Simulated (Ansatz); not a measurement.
The input, for Ansatz 0.2.0:

```yaml
crystal:
  periodic: [false, false, false]
  atoms:
    - {symbol: Si, position_ang: [0.000000, 0.000000, 1.227873]}
    - {symbol: N, position_ang: [0.000000, 0.000000, -2.737127]}
    - {symbol: H, position_ang: [0.000000, 1.301958, 1.911178]}
    - {symbol: H, position_ang: [0.000000, -1.301958, 1.911178]}
basis:
  gaussian: {orbitals: cc-pVDZ}
magnetization: {spin_polarized: false, initial_magnetization: 3}
correlation: {active_space: {window: {electrons: 5, orbitals: 5}}}
scf: {lower_state_search: light}
```

```sh
$ ansatz run in.yaml --threads 1 --pin off --events-out ev --progress --plain --max-ram 2393MiB
```

Log:

```
410 factors; integrals over basis functions are off by at most 1.2e-3 eV
mean field evaluation 1: about -9363.8092 eV, gradient 1.9e1 eV
mean field evaluation 2: about -9363.8216 eV, gradient 1.9e1 eV
mean field evaluation 4: about -9363.4199 eV, gradient 2.1e1 eV
mean field evaluation 8: about -9370.9548 eV, gradient 2.4e0 eV
mean field evaluation 16: about -9371.0566 eV, gradient 4.2e-6 eV
mean field evaluation 32: about -9367.6748 eV, gradient 2.6e0 eV
mean field -9371.05664187 eV, -344.3799796583 hartree, gradient 4.2e-6 eV, S^2 3.750000; 0 other end points of the search recorded, 0 dependent functions left out
reference -9371.05664187 eV, -344.3799796583 hartree; 13, 10 occupied and 29, 32 virtual orbitals, 410 factors
state -9371.64920449 eV, -344.4017559332 hartree
Total energy: -9371.64920449 eV, -344.4017559332 hartree
```

Natural occupations: 1.8812 1.0000 1.0000 0.9996 0.1191.

Ran on 1 thread of Intel Xeon 6975P-C, shared host: 0.39 s wall, 0.15 GiB peak host memory.
